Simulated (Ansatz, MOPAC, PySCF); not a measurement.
Breaking a bond: LiH, singlet.

- PM3, restricted, heats of formation (MOPAC)
- UHF/cc-pVTZ (PySCF)
- FCI = full CI/cc-pVTZ, frozen core in Ansatz (a first-principles code)

Energies relative to the lowest point of each curve near equilibrium, in eV:

| R / Å | PM3 | UHF |
|---|---|---|
| 1.21 | 0.393 | 0.857 |
| 1.34 | 0.147 | 0.327 |
| 1.46 | 0.023 | 0.086 |
| 1.52 | 0.001 | 0.028 |
| 1.53 | 0.000 | 0.022 |
| 1.60 | 0.012 | 0.000 |
| 1.64 | 0.033 | 0.003 |
| 1.84 | 0.258 | 0.139 |
| 2.12 | 0.751 | 0.516 |
| 2.42 | 1.364 | 0.960 |
| 3.17 | 2.867 | 1.369 |
| 4.34 | 4.365 | 1.464 |

Problem. Predict the corresponding FCI column.

Solution. 1.21: 0.835; 1.34: 0.317; 1.46: 0.083; 1.52: 0.027; 1.53: 0.021; 1.60: 0.000; 1.64: 0.003; 1.84: 0.129; 2.12: 0.476; 2.42: 0.910; 3.17: 1.834; 4.34: 2.380 (eV).

The restricted form behind PM3 keeps the bonding electrons paired and can't separate into open-shell fragments. The unrestricted determinant behind UHF is spin-contaminated at 2.42 to 6.36 Å (<S²> up to 1.0, against 0.00 for a pure singlet).
